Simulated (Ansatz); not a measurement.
Reaction: H4BPO2 (phosphanylboronic acid, SMILES OB(O)P) → H3BPO (SMILES O[B]P, doublet) + HO (SMILES [OH], doublet) (the B-O bond breaks)
Each species at its own B3LYP-D3(BJ)/def2-TZVP minimum (Ansatz, an electronic-structure program), one conformer.

Total energies in hartree (Ansatz). Radicals and triplets start from unrestricted determinants; spin-orbit coupling is neglected. Correlated methods leave the cores frozen. No relativity.

| species | HF/cc-pV(T+d)Z | CCSD(T)/cc-pV(T+d)Z | HF/cc-pV(Q+d)Z | CCSD(T)/cc-pV(Q+d)Z | CCSD(T)/cc-pV(D+d)Z | CCSDT(Q)/cc-pV(D+d)Z |
|---|---|---|---|---|---|---|
| 1: H4BPO2 (SMILES OB(O)P) | -517.67336 | -518.46753 | -517.69050 | -518.53757 | -518.23242 | -518.23495 |
| 2: H3BPO (SMILES O[B]P, doublet) | -442.07763 | -442.59958 | -442.08888 | -442.64402 | -442.45073 | -442.45289 |
| 3: HO (SMILES [OH], doublet) | -75.41896 | -75.63769 | -75.42557 | -75.66159 | -75.55935 | -75.55979 |

Work out the bond dissociation energy (electronic) in kcal/mol: take Hartree-Fock from cc-pV(Q+d)Z, extrapolate the CCSD(T) correlation energy as X^-3 (X = 3, 4), and add CCSDT(Q) - CCSD(T) in cc-pV(D+d)Z. 1 hartree = 627.51 kcal/mol.


Species 1: correlation (64·(-0.84707) - 27·(-0.79417))/37 = -0.88567; step -0.00253; E1 = -517.69050 + (-0.88567) + (-0.00253) = -518.57870
Species 2: correlation (64·(-0.55514) - 27·(-0.52195))/37 = -0.57936; step -0.00216; E2 = -442.08888 + (-0.57936) + (-0.00216) = -442.67040
Species 3: correlation (64·(-0.23602) - 27·(-0.21873))/37 = -0.24864; step -0.00044; E3 = -75.42557 + (-0.24864) + (-0.00044) = -75.67465
-1·E1 +1·E2 +1·E3 = 0.23365 hartree = 146.6 kcal/mol.
